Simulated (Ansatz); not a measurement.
```yaml
crystal:
  periodic: [false, false, false]
  atoms:
    - {symbol: N, position_ang: [-0.486714, 1.157841, 0.207541]}
    - {symbol: C, position_ang: [-0.028772, -0.085606, -0.264608]}
    - {symbol: N, position_ang: [0.097994, -1.013164, 0.785331]}
    - {symbol: F, position_ang: [-0.905200, -0.590076, -1.273176]}
    - {symbol: S, position_ang: [1.527747, 0.084411, -1.200946]}
    - {symbol: H, position_ang: [-1.354537, 1.066093, 0.722769]}
    - {symbol: H, position_ang: [-0.611279, 1.805584, -0.557594]}
    - {symbol: H, position_ang: [-0.767750, -1.113857, 1.302392]}
    - {symbol: H, position_ang: [0.390860, -1.913191, 0.432203]}
    - {symbol: H, position_ang: [2.220750, 0.550764, -0.150913]}
basis:
  gaussian: {orbitals: x2c-TZVPPall, nuclear_model: gaussian}
hamiltonian: {xc: {name: HF}}
correlation: {method: mp2}
output: {forces: true}
```

```sh
$ ansatz run in.yaml --threads 4 --pin off --events-out ev --progress --plain --max-ram 10444MiB
```

It prints (some lines left out):

```
Functional definition: HF
1436 factors; integrals over basis functions are off by at most 9.5e-4 eV
mean field evaluation 1: about -17628.4708 eV, gradient 4.5e1 eV
mean field evaluation 2: about -17628.7828 eV, gradient 4.5e1 eV
mean field evaluation 4: about -17633.0655 eV, gradient 3.9e0 eV
mean field evaluation 8: about -17633.1343 eV, gradient 3.8e-1 eV
mean field evaluation 16: about -17633.1350 eV, gradient 2.2e-6 eV
mean field -17633.13502206 eV, -648.0057598924 hartree, gradient 2.2e-6 eV, S^2 0.000000; 0 other end points of the search recorded, 0 dependent functions left out
9 core orbitals not correlated: weight in the atoms' cores, before any rotation towards them, 1.000 or more for the frozen orbitals, at most 0.000 for the correlated occupied ones
reference -17633.13502206 eV, -648.0057598924 hartree; 16, 16 occupied and 211, 211 virtual orbitals, 1436 factors
second order -27.83517276 eV of doubles, -0.00000000 eV of singles
Total energy: -17660.97019482 eV, -649.0286836241 hartree
Relativity: scalar
Atom 0 at    -0.486714     1.157841     0.207541 Å, force    -0.019114     0.176257     0.173098 eV/Å
Atom 1 at    -0.028772    -0.085606    -0.264608 Å, force     0.079608    -0.040946    -0.234550 eV/Å
Atom 2 at     0.097994    -1.013164     0.785331 Å, force     0.044611    -0.060510     0.236171 eV/Å
Atom 3 at    -0.905200    -0.590076    -1.273176 Å, force    -0.050725    -0.027169    -0.050873 eV/Å
Atom 4 at     1.527747     0.084411    -1.200946 Å, force     0.101622     0.077676     0.188846 eV/Å
Atom 5 at    -1.354537     1.066093     0.722769 Å, force     0.034610    -0.016357    -0.072281 eV/Å
Atom 6 at    -0.611279     1.805584    -0.557594 Å, force    -0.017473    -0.065967     0.020352 eV/Å
Atom 7 at    -0.767750    -1.113857     1.302392 Å, force     0.031697    -0.005035    -0.075213 eV/Å
Atom 8 at     0.390860    -1.913191     0.432203 Å, force    -0.048927     0.050631    -0.010717 eV/Å
Atom 9 at     2.220750     0.550764    -0.150913 Å, force    -0.155908    -0.088580    -0.174833 eV/Å
Dipole moment:    -0.241254     0.018394     0.313343 e Å
```

Hardware: 4 threads of an Intel Xeon 6975P-C on a shared host. Wall time 4.5 s, peak host memory 0.7 GiB.
